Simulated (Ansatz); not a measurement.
A nudged elastic band was laid between two geometries of C$_{4}$H$_{9}$NO (15 atoms, charge 0, multiplicity 1).

Computed with RKS PBE/6-31G (Ansatz).

```yaml
movable_images: 5
climbing_image: yes
spring: 5.0 eV/Å²
optimiser: quadratic models (default)
start_path: through a guess of the saddle point
force_threshold: 0.05 eV/Å
iteration_limit: 60
end_points: relaxed
```

Initial state:

```xyz
15
Properties=species:S:1:pos:R:3
C -1.490 0.014 -0.658
C -0.147 -0.403 -0.072
N -0.108 -1.783 0.220
C 0.451 0.542 1.013
C 1.351 1.159 -0.078
O 0.980 0.090 -1.061
H -1.670 -0.521 -1.607
H -1.492 1.093 -0.877
H -2.312 -0.214 0.042
H -0.566 -2.404 -0.446
H 0.783 -2.139 0.563
H -0.274 1.205 1.512
H 1.007 -0.020 1.780
H 1.031 2.160 -0.420
H 2.436 1.171 0.119
```

Final state:

```xyz
15
Properties=species:S:1:pos:R:3
C -1.498 0.009 -0.656
C -0.150 -0.399 -0.075
N -0.101 -1.779 0.216
C 0.447 0.546 1.011
C 1.358 1.154 -0.076
O 0.970 0.100 -1.068
H -1.680 -0.528 -1.603
H -1.507 1.088 -0.876
H -2.315 -0.223 0.049
H 0.794 -2.127 0.559
H -0.552 -2.404 -0.451
H -0.279 1.217 1.497
H 0.991 -0.014 1.789
H 1.058 2.164 -0.410
H 2.443 1.146 0.123
```

(1) What changes between the two ends?

(2) What energy profile does the band end with?

(3) What is the geometry of the highest image?

(4) What are the harmonic wavenumbers there?

Answers

(1) No bond is made or broken. The dihedral O6–C2–N3–H10 goes from -84 to 54°. The two ends are copies of one structure, up to a mirror image or an exchange of like atoms.

(2) It converged. The highest image is number 3 of 0 to 6, 0.33 eV above the ends, which have the same energy within 2 meV. A vibrational analysis at the climbing image gives one clearly imaginary mode, 139i cm⁻¹: a first-order saddle point. Limits of this set-up: no polarisation functions.

```tsv
image	path coordinate (Å)	energy (eV)	dihedral O6–C2–N3–H10 (°)
0	0.00	0.00	-84
1	0.87	0.03	-73
2	1.75	0.28	-48
3	2.62	0.33	-46
4	3.49	0.26	-3
5	4.36	0.07	36
6	5.23	0.00	54
```

(3) 
```xyz
15
Properties=species:S:1:pos:R:3:forces:R:3
C -1.625 -0.099 -0.510 0.00 0.00 0.00
C -0.161 -0.271 -0.119 0.00 0.00 0.00
N 0.283 -1.650 0.070 0.00 0.00 0.00
C 0.434 0.682 0.965 0.00 0.00 0.00
C 1.501 1.059 -0.089 0.00 0.00 0.00
O 0.731 0.340 -1.173 0.00 0.00 0.00
H -1.821 -0.634 -1.456 0.00 0.00 0.00
H -1.878 0.964 -0.652 0.00 0.00 0.00
H -2.286 -0.519 0.270 0.00 0.00 0.00
H 0.434 -2.128 -0.823 0.00 0.00 0.00
H -0.296 -2.198 0.712 0.00 0.00 0.00
H -0.236 1.514 1.233 0.00 0.00 0.00
H 0.796 0.170 1.867 0.00 0.00 0.00
H 1.616 2.127 -0.333 0.00 0.00 0.00
H 2.486 0.591 0.069 0.00 0.00 0.00
```

(4) 139i, 111, 231, 327, 355, 428, 458, 605, 646, 768, 800, 857, 891, 953, 965, 987, 1037, 1098, 1188, 1200, 1238, 1257, 1264, 1314, 1396, 1466, 1477, 1490, 1506, 1624, 2977, 3009, 3034, 3062, 3070, 3079, 3111, 3420, 3550 cm⁻¹.

The run took 11 min on 1 thread of Intel(R) Xeon(R) Processor @ 2.70GHz, with other jobs on the host, peak memory 0.16 GiB.
